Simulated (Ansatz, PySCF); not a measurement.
This PySCF input computes a BLYP/def2-TZVPD energy:

```python
from pyscf import gto, scf, dft

mol = gto.M(
    atom='''
    C    -0.00000000   -0.00000000   -0.49689011
    N     0.00000000    0.00000000    0.64927938
    H    -0.00000000   -0.00000000   -1.56361504
    ''',
    basis='def2-tzvpd',
    charge=0,
    spin=0,
    verbose=4,
)

mf = dft.RKS(mol, xc='blyp').density_fit(auxbasis='def2-universal-jkfit')
mf.grids.level = 3
mf.conv_tol = 1e-9
mf.max_cycle = 100
mf.max_memory = 1500
mf.kernel()
if not mf.converged:
    mf = mf.newton()
    mf.kernel(mf.make_rdm1())
mf.analyze()
```

Question: Write an input for the same energy in Ansatz (a first-principles code) and say what it gives.

Answer: 
Ansatz 0.2 input:
```yaml
crystal:
  periodic: [false, false, false]
  atoms:
    - {symbol: C, position_ang: [-0.00000000, -0.00000000, -0.49689011]}
    - {symbol: N, position_ang: [0.00000000, 0.00000000, 0.64927938]}
    - {symbol: H, position_ang: [-0.00000000, -0.00000000, -1.56361504]}
basis:
  gaussian:
    orbitals: def2-TZVPD
hamiltonian:
  xc: {name: BLYP}
output: {forces: true}
```
It gives -93.44344 Eh, and PySCF -93.44346 Eh, a difference of 0.02 mEh, from the treatment of integrals and grids.
